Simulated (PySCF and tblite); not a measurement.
Results of a calculation; reference values are marked as such.
System: C4H6O, numbered as in [CH2:1]=[C:2]([CH3:3])[CH:4]=[O:5].

Geometries: GFN2-xTB; energies: PBE0/pcSseg-1 + D3(BJ); zero-point and thermal terms from GFN2-xTB harmonic modes (soft modes blended into free rotors). Rate constants are transition-state-theory values, counting equivalent paths, without tunnelling. Run with tblite and PySCF.

(1) How high is the barrier to the rotation about the C2–C4 bond (torsion C1–C2–C4–O5 from -180° to 0°, rising), through which structure does it pass, and what rate follows at 298 K?

Results:

(1) The electronic barrier is 9.6 kcal/mol and ΔG‡(298 K) 9.7 kcal/mol, over a C1 saddle with an imaginary mode of 135i cm⁻¹ (GFN2-xTB). With 2 equivalent paths, k is 1×10⁶ s⁻¹, a mean lifetime of the start of 1 µs against this motion. The end lies 3.1 kcal/mol above the start in free energy.
